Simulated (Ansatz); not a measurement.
# H6PSi: the cost of one run

Method: UKS PBE0/def2-SVP, in Ansatz 0.2.0.

## Step 1: The system as given

Bond lengths: P2–H4 1.392 Å, P2–H5 1.391 Å, Si3–H6 1.455 Å, Si3–H7 1.455 Å, Si3–H8 1.456 Å. Angles: H4–P2–H5 91.3°, H6–Si3–H7 113.2°, H6–Si3–H8 112.5°, H7–Si3–H8 112.8°.

As a file:

```xyz
8

H     0.1946   -0.0565    0.5006
P     1.3895    0.7369    1.6236
Si   -1.0174   -0.7166   -0.7607
H     0.9361    1.9561    1.1272
H     2.3254    0.6328    0.6001
H    -2.2689   -0.0262   -0.4877
H    -1.0952   -2.1525   -0.5400
H    -0.4641   -0.3740   -2.0632
```

## Step 2: Pulling towards end A

Springs on the bonds that form and break draw the guess towards this end; the thresholds are loose.

input.yaml

```yaml
crystal:
  periodic: [false, false, false]
  atoms:
    - { symbol: H, position_ang: [0.1946, -0.0565, 0.5006] }
    - { symbol: P, position_ang: [1.3895, 0.7369, 1.6236] }
    - { symbol: Si, position_ang: [-1.0174, -0.7166, -0.7607] }
    - { symbol: H, position_ang: [0.9361, 1.9561, 1.1272] }
    - { symbol: H, position_ang: [2.3254, 0.6328, 0.6001] }
    - { symbol: H, position_ang: [-2.2689, -0.0262, -0.4877] }
    - { symbol: H, position_ang: [-1.0952, -2.1525, -0.54] }
    - { symbol: H, position_ang: [-0.4641, -0.374, -2.0632] }
magnetization:
  spin_polarized: true
  initial_magnetization: 1
basis:
  gaussian: { orbitals: def2-SVP }
hamiltonian:
  xc: pbe0
relax:
  f_tol: 0.15
  max_steps: 25
  restrain:
    - { distance: [0, 2], at: 2.72, k: 30.0 }
    - { distance: [1, 0], at: 1.38, k: 30.0 }
output:
  orbitals: {}
```

On the command line:

```
$ ansatz run input.yaml --threads 2 --pin off --max-ram 3072MiB --backend cpu --events-out ev --progress --plain --runs-dir out
```

**Question.** How long does this run take on 2 threads of Arm Neoverse V1, shared host, and how much memory does it need?

About 11 s, with a peak of 0.15 GiB.
